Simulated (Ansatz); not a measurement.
in.yaml

```yaml
crystal:
  periodic: [false, false, false]
  atoms:
    - {symbol: S, position_ang: [0.000000, 0.000000, 0.000000]}
    - {symbol: Li, position_ang: [0.000000, 0.000000, 3.056000]}
basis:
  gaussian: {orbitals: cc-pVDZ}
total_charge: 1
magnetization: {spin_polarized: false, initial_magnetization: 2}
correlation: {method: ccsdt, electrons: all, diis_vectors: 12}
```

```sh
$ ansatz run in.yaml --threads 1 --pin off --events-out ev --progress --plain --max-ram 2393MiB
```

Log:

```
575 factors; integrals over basis functions are off by at most 1.5e-7 eV
mean field evaluation 1: about -11013.4113 eV, gradient 1.0e1 eV
mean field evaluation 2: about -11013.4313 eV, gradient 1.0e1 eV
mean field evaluation 4: about -11013.8307 eV, gradient 5.9e-1 eV
mean field evaluation 8: about -11013.8355 eV, gradient 1.3e-1 eV
mean field evaluation 16: about -11013.7889 eV, gradient 2.3e0 eV
mean field evaluation 32: about -11013.3494 eV, gradient 3.9e-1 eV
mean field evaluation 64: about -11013.3026 eV, gradient 1.1e-3 eV
mean field evaluation 96: about -11012.9344 eV, gradient 9.8e0 eV
mean field evaluation 128: about -11013.8283 eV, gradient 8.4e-1 eV
mean field -11013.83577352 eV, -404.7509992307 hartree, gradient 9.7e-7 eV, S^2 2.000000; 9 other end points of the search recorded, 0 dependent functions left out
mean field evaluation 160: about -11012.0502 eV, gradient 8.4e0 eV
mean field evaluation 192: about -11013.4031 eV, gradient 2.4e-1 eV
determinant -11013.83577352 eV, -404.7509992307 hartree, with singles and doubles -11016.96031021 eV, -404.8658238363 hartree
determinant -11013.30261621 eV, -404.7314060612 hartree, with singles and doubles -11016.40481244 eV, -404.8454096697 hartree
reference -11013.83577352 eV, -404.7509992307 hartree; 10, 8 occupied and 22, 24 virtual orbitals, 575 factors
second order -2.55791665 eV of doubles, -0.08411439 eV of singles
cycle   1  -3.01835651 eV  change   -3.8e-1 eV  update   4.2e-2
cycle   2  -3.17107470 eV  change   -1.5e-1 eV  update   1.7e-2
cycle   3  -3.18159740 eV  change   -1.1e-2 eV  update   6.9e-3
cycle   4  -3.18418063 eV  change   -2.6e-3 eV  update   3.6e-3
cycle   5  -3.18418111 eV  change   -4.8e-7 eV  update   1.8e-3
cycle   6  -3.18387056 eV  change    3.1e-4 eV  update   1.1e-3
cycle   7  -3.18429354 eV  change   -4.2e-4 eV  update   5.8e-4
cycle   8  -3.18464759 eV  change   -3.5e-4 eV  update   2.7e-4
cycle   9  -3.18461467 eV  change    3.3e-5 eV  update   1.0e-4
cycle  10  -3.18458195 eV  change    3.3e-5 eV  update   4.9e-5
cycle  11  -3.18459400 eV  change   -1.2e-5 eV  update   2.5e-5
cycle  12  -3.18460003 eV  change   -6.0e-6 eV  update   1.8e-5
cycle  13  -3.18459805 eV  change    2.0e-6 eV  update   1.5e-5
cycle  14  -3.18459661 eV  change    1.4e-6 eV  update   1.0e-5
cycle  15  -3.18459623 eV  change    3.8e-7 eV  update   5.6e-6
cycle  16  -3.18459660 eV  change   -3.7e-7 eV  update   1.9e-6
Total energy: -11017.02037012 eV, -404.8680309972 hartree
```

Ran on 1 thread of Arm Neoverse V1, shared host: 13 s wall, 0.29 GiB peak host memory.
